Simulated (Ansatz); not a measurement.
This geometry of C₄H₁₀FN (16 atoms, charge 0, multiplicity 1) is a first-order saddle point.

Computed with RKS PBE0/def2-SVP in Ansatz.

```xyz
16
Properties=species:S:1:pos:R:3
C -0.588 -0.355 -1.412
C 0.056 0.401 -0.240
C 0.423 -0.520 0.923
N 1.335 -1.563 0.495
C -0.854 1.522 0.228
F -0.260 2.265 1.222
H -0.764 -1.408 -1.147
H 0.055 -0.360 -2.303
H -1.551 0.089 -1.711
H 0.989 0.885 -0.583
H 0.795 0.107 1.757
H -0.503 -1.002 1.286
H 1.496 -2.229 1.247
H 2.245 -1.164 0.270
H -1.802 1.111 0.621
H -1.095 2.197 -0.611
```

(1) Which two structures does it join? (They come from a converged band through this point; their orientation in space is the band's.)

(2) How far does it lie above each of them?

## Answers

(1) No bond is made or broken. The dihedral H8–C1–C2–C5 goes from 63 to -176°. The two ends are copies of one structure, up to a mirror image or an exchange of like atoms.

Initial state:

```xyz
16
Properties=species:S:1:pos:R:3
C -0.591 -0.356 -1.411
C 0.066 0.386 -0.256
C 0.370 -0.537 0.925
N 1.305 -1.581 0.549
C -0.785 1.563 0.177
F -0.150 2.307 1.145
H 0.003 -1.245 -1.664
H -0.681 0.277 -2.308
H -1.603 -0.699 -1.136
H 1.029 0.805 -0.606
H 0.702 0.090 1.776
H -0.574 -1.018 1.242
H 1.399 -2.263 1.297
H 2.233 -1.185 0.408
H -1.750 1.213 0.588
H -0.998 2.223 -0.682
```

Final state:

```xyz
16
Properties=species:S:1:pos:R:3
C -0.612 -0.349 -1.404
C 0.039 0.397 -0.247
C 0.425 -0.540 0.898
N 1.403 -1.522 0.467
C -0.861 1.514 0.242
F -0.238 2.267 1.211
H -1.598 -0.749 -1.112
H 0.018 -1.202 -1.692
H -0.757 0.299 -2.282
H 0.967 0.876 -0.613
H 0.748 0.082 1.757
H -0.482 -1.078 1.227
H 1.547 -2.223 1.190
H 2.307 -1.076 0.320
H -1.793 1.101 0.673
H -1.137 2.183 -0.591
```

(2) 12.9 kJ/mol above the first and 12.9 kJ/mol above the second. This is the barrier of this one path; another mechanism may lie lower.

Run time: 3 min on 2 threads of Arm Neoverse V1 (shared host), peak memory 0.37 GiB.
